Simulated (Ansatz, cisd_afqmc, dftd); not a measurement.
Barrier from CH3F2- (complex or saddle point, singlet) to the saddle point below; all geometries are those of the NHTBH38 set.
```
C
H 1 1.0696
H 1 1.0696 2 120.00
H 1 1.0696 2 120.00 3 -180.00
F 1 1.8238 2 90.00 3 -90.00
F 1 1.8238 2 90.00 3 90.00
```
Charge -1, spin multiplicity 1.

Property: barrier height (electronic, no zero-point energy), in kcal/mol. Open shells are spin-unrestricted; no spin-orbit coupling. Cores are frozen in correlated methods. Rows without X2C or -DK are non-relativistic. AFQMC is phaseless with a CISD trial state; ± is one standard error, without the phaseless bias. Outlying blocks are dropped, and bars are widened where a walk drifts. Over all cases where full CI ran beside it in this data, AFQMC minus full CI had a median of +0.1 mEh and passed +0.4 mEh in a tenth of the cases. CBS(X,Y): correlation extrapolated as X^-3, Hartree-Fock from the larger set. A bracket is a step between two methods taken in the basis named. The functionals are non-relativistic, so their misses hold any scalar relativity. Double hybrids freeze cores in their MP2 part. 'core' is core correlation in cc-pwCVTZ, 'X2C' scalar relativity in cc-pVTZ-DK, both at CCSD(T). def2-TZVPD holds few diffuse functions, which lowers the functionals' binding of the extra electron.

```tsv
level	program	barrier height (kcal/mol)
HF/aug-cc-pVQZ	Ansatz	20.1
r2SCAN/def2-TZVPD	Ansatz	8.5
B3LYP-D3(BJ)/def2-TZVPD	Ansatz + dftd3	10.4
B3LYP/def2-TZVPD	Ansatz	10.4
PBE0/def2-TZVPD	Ansatz	11.8
CAM-B3LYP/def2-TZVPD	Ansatz	12.3
wB97M-V/def2-TZVPD	Ansatz	12.4
B2PLYP-D4/def2-TZVPD	Ansatz + dftd4	11.3
CCSD/aug-cc-pVQZ	Ansatz	15.4
CCSD(T)/aug-cc-pVQZ	Ansatz	13.1
CCSD(T)/CBS(aug-cc-pVTZ,aug-cc-pVQZ)	Ansatz	13.1
AFQMC/CISD/aug-cc-pVDZ	cisd_afqmc	10.6 ± 0.4
AFQMC/CISD/aug-cc-pVTZ	cisd_afqmc	12.9 ± 0.5
CCSD(T)/CBS(aug-cc-pVTZ,aug-cc-pVQZ) + [AFQMC/CISD - CCSD(T)]/aug-cc-pVDZ + core + X2C	Ansatz + cisd_afqmc	13.0 ± 0.4
CCSD(T)/CBS(aug-cc-pVTZ,aug-cc-pVQZ) + [AFQMC/CISD - CCSD(T)]/aug-cc-pVTZ	Ansatz + cisd_afqmc	12.9 ± 0.5
```

Ansatz is a program for electronic structure.
